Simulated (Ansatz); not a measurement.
```yaml
crystal:
  periodic: [false, false, false]
  atoms:
    - {symbol: N, position_ang: [-1.364529, 0.006527, -0.002739]}
    - {symbol: As, position_ang: [0.282247, -0.011662, 0.000537]}
    - {symbol: H, position_ang: [-2.017867, 0.776173, -0.001857]}
basis:
  gaussian: {orbitals: def2-TZVP}
magnetization: {spin_polarized: true, initial_magnetization: 1}
hamiltonian: {xc: pbe0}
relax: {f_tol: 0.004, max_steps: 80}
```

```sh
$ ansatz run in.yaml --threads 1 --pin off --events-out ev --progress --plain --max-ram 2176MiB
```

Steps of the relaxation (energy above the last step; positions in Å, forces in eV/Å):

```
3
step 1, 45.9 meV
N    -1.365    0.007   -0.003   -0.875   -0.499   -0.003
As    0.282   -0.012    0.001    0.790    0.164    0.002
H    -2.018    0.776   -0.002    0.085    0.335    0.001
```

```
3
step 2, 30.9 meV
N    -1.373   -0.004   -0.003   -0.516   -0.395   -0.002
As    0.285   -0.007    0.001    0.357    0.164    0.001
H    -2.012    0.782   -0.002    0.159    0.231    0.001
```

```
3
step 3, 4.1 meV
N    -1.409   -0.060   -0.003    0.076    0.263    0.001
As    0.274    0.025    0.001   -0.357    0.030   -0.001
H    -1.965    0.806   -0.002    0.281   -0.293    0.000
```

```
3
step 6, 0.0 meV
N    -1.413   -0.064   -0.003    0.000    0.000    0.000
As    0.262    0.031    0.001    0.000    0.000    0.000
H    -1.950    0.803   -0.002    0.000    0.000    0.000
```

Close pairs at the end: N1–H3 1.020 Å, N1–As2 1.678 Å.

A stationary point of unrestricted PBE0 after 6 steps, with ⟨S²⟩ = 0.760 against 0.75 for a pure state; no frequencies were run, so it isn't proven a minimum. 27 s on 1 thread of Intel Xeon Platinum 8259CL, shared host.
